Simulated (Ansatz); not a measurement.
The end point of a relaxation of GaN. Space group P6₃mc (No. 186), wurtzite type. Method: r2SCAN (plane waves to 500 eV, PAW, scalar-relativistic; Ansatz, an electronic-structure program).

```cif
data_Ga2N2
_chemical_formula_sum 'Ga2 N2'
_space_group_name_H-M_alt 'P 1'
_space_group_IT_number 1
_cell_length_a 3.18312
_cell_length_b 3.18312
_cell_length_c 5.18363
_cell_angle_alpha 90.000
_cell_angle_beta 90.000
_cell_angle_gamma 120.000
loop_
_space_group_symop_operation_xyz
  'x, y, z'
loop_
_atom_site_label
_atom_site_type_symbol
_atom_site_fract_x
_atom_site_fract_y
_atom_site_fract_z
_atom_site_occupancy
Ga1 Ga 0.66667 0.33333 0.00099 1
Ga2 Ga 0.33333 0.66667 0.50099 1
N1 N 0.66667 0.33333 0.62421 1
N2 N 0.33333 0.66667 0.12421 1
```

```yaml
volume_per_atom: 11.37 Å³
density: 6.11 g/cm³
band_gap: 2.35 eV, direct at Γ (no spin-orbit coupling)
shortest_distances: Ga–N 1.95 Å; Ga–Ga 3.18 Å; N–N 3.18 Å
k-mesh: 12×12×7
```

Band energies at high-symmetry points (eV from the VBM; labels of this space group; no spin-orbit coupling), from −5 eV up to 6.3 eV:

```json
[
 {"point": "Γ", "energies": "-1.07 -1.07 -0.04 0.00 0.00 2.35 4.83"},
 {"point": "M", "energies": "-4.30 -2.83 -2.24 -1.03 5.59 6.14"},
 {"point": "K", "energies": "-3.05 -3.05 -2.80 5.61"},
 {"point": "A", "energies": "-3.93 -3.93 -0.55 -0.55 -0.55 -0.55 4.78 4.78"},
 {"point": "L", "energies": "-2.01 -2.01 -1.95 -1.95 4.90 4.90"},
 {"point": "H", "energies": "-4.30 -4.30 -1.52 -1.52"}
]
```

No spin polarisation in the result.

Measured for GaN: a 3.189 Å (room temperature; as listed in M J Lucero, T M Henderson, G E Scuseria, Journal of Physics Condensed Matter (2012)); c 5.185 Å (room temperature; as listed in M J Lucero, T M Henderson, G E Scuseria, Journal of Physics Condensed Matter (2012)); gap 3.68 eV (static lattice; corrected from measurement; as listed in Wei Chen et al., Physical Review Materials (2018)). Computed minus measured — a: r2SCAN -0.2 %; c: r2SCAN 0.0 %; gap: r2SCAN -1.33 eV. The computed values are for a static lattice, and a measured gap can be an optical one, lowered by exciton binding.

The run could not lose the symmetry of its start; a randomly shaken copy of 4 atoms returns to this structure.
